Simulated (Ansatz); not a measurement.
For hcp Pd (model structure), PBEsol (Ansatz, a program for electronic structure, plane waves, PAW) gives:

| Property | Result |
|---|---|
| lattice constant a | 2.729 Å |
| c axis length | 4.541 Å |

Problem. What does r²SCAN (Ansatz, plane waves, PAW) give for the same quantities?

Solution. 
- lattice constant a: 2.749 Å (increases by 0.7 %)
- lattice parameter c: 4.589 Å (increases by 1.1 %)

Changes are worked out from the printed values.

Unless a cell is named, each level is at its own relaxed cell (PBEsol 14.64, r²SCAN 15.02 Å³/atom).

The crystal itself was run without spin with PBEsol, r²SCAN; a magnetic state was not tried in these runs.

Ansatz's density-functional and Hartree–Fock values are scalar-relativistic unless marked +SOC, with PAW data made under PBE.

A model structure was made by putting elements into a prototype or built by hand; it is no filed structure, need not be a known phase, and can be a saddle point held by its symmetry.
